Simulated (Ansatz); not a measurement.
# One shape, several levels: [BH4]− (SMILES [H][B-]([H])([H])[H])

Aim: a comparison of 6 runs (B3LYP/3-21G, B3LYP/6-31G, revPBE/6-31G, CCSDTQ/6-31G, UCCSD(T)/6-31G, FCI/6-31G) of [BH4]−. 

The calculation is run with Ansatz 0.2.0.

## 1. The system as given

[BH4]− has 5 atoms, charge -1, and is taken as a singlet. SMILES: `[H][B-]([H])([H])[H]`. The H3–B1 distance was set to 1.843 Å, away from the relaxed value. At this shape a bond of the SMILES string is far longer than usual.

Bond lengths: B1–H2 1.229 Å, B1–H4 1.229 Å, B1–H5 1.229 Å. Angles: H2–B1–H4 109.5°, H2–B1–H5 109.5°, H4–B1–H5 109.5°.

## 2. The energy at B3LYP/3-21G (run 1)

Input file in.yaml:

```yaml
crystal:
  periodic: [false, false, false]
  atoms:
    - {symbol: B, position_ang: [-0.577348, -0.006205, 0.210338]}
    - {symbol: H, position_ang: [-0.565468, -0.026595, 1.439508]}
    - {symbol: H, position_ang: [1.154650, 0.011840, -0.420810]}
    - {symbol: H, position_ang: [-1.164948, 1.001795, -0.177172]}
    - {symbol: H, position_ang: [-1.156278, -1.004895, -0.210302]}
basis:
  gaussian:
    orbitals: 3-21G.json
total_charge: -1
hamiltonian:
  xc: {name: B3LYP}
accuracy: high
```

The basis set 3-21G is read from a file made from the Basis Set Exchange's data (not shown).

Command:

```sh
$ ansatz run in.yaml --threads 1 --pin off --max-ram 2610MiB --events-out events.jsonl --progress --plain --runs-dir runs
```

Output:

```text
Warning: RAYON_NUM_THREADS=1 ignored (pool sized by the plan → 1); use --threads N
Functional definition: B3LYP
  name "B3LYP"
  parameter a0 = 0.2
  parameter ax = 0.72
  parameter ac = 0.81
  exchange = (1 - a0 - ax)*slater_x + ax*b88_x + a0*exact_x
  correlation = (1 - ac)*vwn_rpa_c + ac*lyp_c
338 factors; integrals over basis functions are off by at most 3.6e-9 eV
mean field evaluation 1: about -735.9028 eV, gradient 5.1e0 eV
mean field evaluation 2: about -735.9897 eV, gradient 2.9e0 eV
mean field evaluation 4: about -736.0348 eV, gradient 1.6e-1 eV
mean field evaluation 8: about -736.0084 eV, gradient 7.7e-4 eV
mean field -736.00837868 eV, -27.0478090320 hartree, gradient 7.7e-9 eV, S^2 0.000000; 0 other end points of the search recorded, 0 dependent functions left out
reference -736.00840580 eV, -27.0478100287 hartree; 5, 5 occupied and 12, 12 virtual orbitals, 338 factors
Total energy: -736.00840580 eV, -27.0478100287 hartree
```

It took 0.54 s on 1 thread of Arm Neoverse V2, shared host.

## 3. The energy at B3LYP/6-31G (run 2)

Input file run.yaml:

```yaml
crystal:
  periodic: [false, false, false]
  atoms:
    - symbol: B
      position_ang: [-0.577348, -0.006205, 0.210338]
    - symbol: H
      position_ang: [-0.565468, -0.026595, 1.439508]
    - symbol: H
      position_ang: [1.154650, 0.011840, -0.420810]
    - symbol: H
      position_ang: [-1.164948, 1.001795, -0.177172]
    - symbol: H
      position_ang: [-1.156278, -1.004895, -0.210302]
basis:
  gaussian:
    orbitals: 6-31G
total_charge: -1
hamiltonian:
  xc: {name: B3LYP}
accuracy: high
```

Command:

```sh
$ ansatz run run.yaml --threads 1 --pin off --max-ram 2610MiB --events-out events.jsonl --progress --plain --runs-dir runs
```

Output, cut to the lines that bear on the results:

```text
Warning: RAYON_NUM_THREADS=1 ignored (pool sized by the plan → 1); use --threads N
[... 7 set-up lines as earlier in the session ...]
414 factors; integrals over basis functions are off by at most 3.1e-9 eV
mean field evaluation 1: about -739.7947 eV, gradient 6.0e0 eV
mean field evaluation 2: about -739.8802 eV, gradient 4.5e0 eV
mean field evaluation 4: about -739.9776 eV, gradient 1.5e-1 eV
mean field evaluation 8: about -739.9664 eV, gradient 1.5e-3 eV
mean field -739.96638130 eV, -27.1932629456 hartree, gradient 2.6e-9 eV, S^2 0.000000; 0 other end points of the search recorded, 0 dependent functions left out
reference -739.96640827 eV, -27.1932639366 hartree; 5, 5 occupied and 12, 12 virtual orbitals, 414 factors
Total energy: -739.96640827 eV, -27.1932639366 hartree
```

Wall time 0.58 s (1 thread of Arm Neoverse V2, shared host).

Runs 3 to 5 aren't shown in full; the table further down has their settings and results.

## 4. The energy at FCI/6-31G (run 6)

Input file job.yaml:

```yaml
crystal:
  periodic: [false, false, false]
  atoms:
    - {symbol: B, position_ang: [-0.577348, -0.006205, 0.210338]}
    - {symbol: H, position_ang: [-0.565468, -0.026595, 1.439508]}
    - {symbol: H, position_ang: [1.154650, 0.011840, -0.420810]}
    - {symbol: H, position_ang: [-1.164948, 1.001795, -0.177172]}
    - {symbol: H, position_ang: [-1.156278, -1.004895, -0.210302]}
basis:
  gaussian:
    orbitals: 6-31G
correlation:
  method: fci
  frozen_orbitals: {B: 1, H: 0}
accuracy: high
total_charge: -1
```

Command:

```sh
$ ansatz run job.yaml --threads 1 --pin off --max-ram 2610MiB --events-out events.jsonl --progress --plain --runs-dir runs
```

Output:

```text
Warning: RAYON_NUM_THREADS=1 ignored (pool sized by the plan → 1); use --threads N
Functional definition: HF
  name "HF"
  exchange = exact_x
  correlation = 0
414 factors; integrals over basis functions are off by at most 3.1e-9 eV
mean field evaluation 1: about -731.3282 eV, gradient 1.2e1 eV
mean field evaluation 2: about -731.3242 eV, gradient 1.2e1 eV
mean field evaluation 4: about -732.0673 eV, gradient 9.4e-1 eV
mean field evaluation 8: about -732.0716 eV, gradient 7.6e-7 eV
mean field -732.07160947 eV, -26.9031354320 hartree, gradient 2.3e-8 eV, S^2 0.000000; 0 other end points of the search recorded, 0 dependent functions left out
1 core orbitals not correlated: weight in the atoms' cores, before any rotation towards them, 1.000 or more for the frozen orbitals, at most 0.000 for the correlated occupied ones
reference -732.07160947 eV, -26.9031354320 hartree; 4, 4 occupied and 12, 12 virtual orbitals, 414 factors
state -734.91582349 eV, -27.0076583693 hartree
Total energy: -734.91582349 eV, -27.0076583693 hartree
```

Run time: 11 s. Hardware: 1 thread of Arm Neoverse V2, shared host; peak memory 0.32 GiB.

## 5. The series

| run | level | frozen core orbitals | energy (Eh) | wall time |
| --- | --- | --- | --- | --- |
| 1 | B3LYP/3-21G | – | -27.047810 | 0.54 s |
| 2 | B3LYP/6-31G | – | -27.193264 | 0.58 s |
| 3 | revPBE/6-31G | – | -27.174917 | 0.56 s |
| 4 | CCSDTQ/6-31G | 1 | -27.007666 | 4.2 s |
| 5 | UCCSD(T)/6-31G | 1 | -27.007248 | 0.2 s |
| 6 | FCI/6-31G | 1 | -27.007658 | 11 s |

## 6. Outcome

| quantity | value |
| --- | --- |
| run 6: total energy | -27.00766 Eh |
| run 6: correlation energy (1 core orbital frozen) | -104.5 mEh |

What this shows: Against full CI in this basis: CCSDTQ -0.0 mEh; UCCSD(T) +0.4 mEh. Totals of different functionals can't be ranked against each other. All runs together took 17 s, the longest 11 s.
